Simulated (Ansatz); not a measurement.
Consider the isomerisation: `CCNC=O` → `C=C(N)OC`.

Program: Ansatz. Geometries: PBE0-D4/def2-TZVP. ΔE: electronic, gas phase. CCSD(T)/CBS adds triple-zeta CCSD(T) − MP2 to the extrapolated MP2 energy (def2 sets, frozen cores). Functionals use def2-TZVPP. B3LYP here is the variant with VWN-RPA as its local correlation; programs differ in this. HSE06 is defined as in plane-wave codes. One conformer a species, not always the lowest.

(1) Is it downhill or uphill in electronic energy at CCSD(T)/CBS, and by how much? (Best estimate.)

(2) What do these levels give: revPBE-D4, B97M-V, B3LYP-D4, HSE06-D4, BHLYP-D4, B3LYP, r2SCAN0, CCSD(T)/def2-SVP, SCS-MP2/def2-TZVPP, MP2/def2-QZVPP, SCS-MP2/def2-QZVPP, HF/CBS(def2)? (Best estimate.)

(3) What do rigid-rotor, harmonic-oscillator terms from PBE0-D4/def2-TZVP frequencies (298.15 K, 1 bar) make of the CCSD(T)/CBS value? (Estimate.)

Largest T1 diagnostic among the species: 0.014.

Answers

(1) Computed: Uphill: ΔE = +101.5 kJ/mol.

(2) Ansatz gave: revPBE-D4 110.7, B97M-V 102.0, B3LYP-D4 103.8, HSE06-D4 104.5, BHLYP-D4 101.2, B3LYP 104.7, r2SCAN0 102.1, CCSD(T)/def2-SVP 123.6, SCS-MP2/def2-TZVPP 108.5, MP2/def2-QZVPP 106.4, SCS-MP2/def2-QZVPP 107.4, HF/CBS(def2) 105.0 kJ/mol.

(3) Ansatz gave: ΔZPE = -1.7 kJ/mol, ΔH = +99.7 kJ/mol, ΔS = -11 J/(mol·K), ΔG = +102.9 kJ/mol. Modes under 50 cm⁻¹ make the entropy rough.

At CCSD(T), def2-SVP lies +22.1 kJ/mol from the extrapolated value and def2-TZVPP +2.2 kJ/mol. Leaving LDA and LC-ωPBE aside and taking each functional with its dispersion term where it has one, the values, not all of them listed here, spread over 10.1 kJ/mol, from ωB97M-V to revPBE-D4. LDA lies −12.9 kJ/mol from PBE without D4. From BLYP to BHLYP (50 % exact exchange), in def2-TZVPP and without D4, ΔE moves by −6.0 kJ/mol.
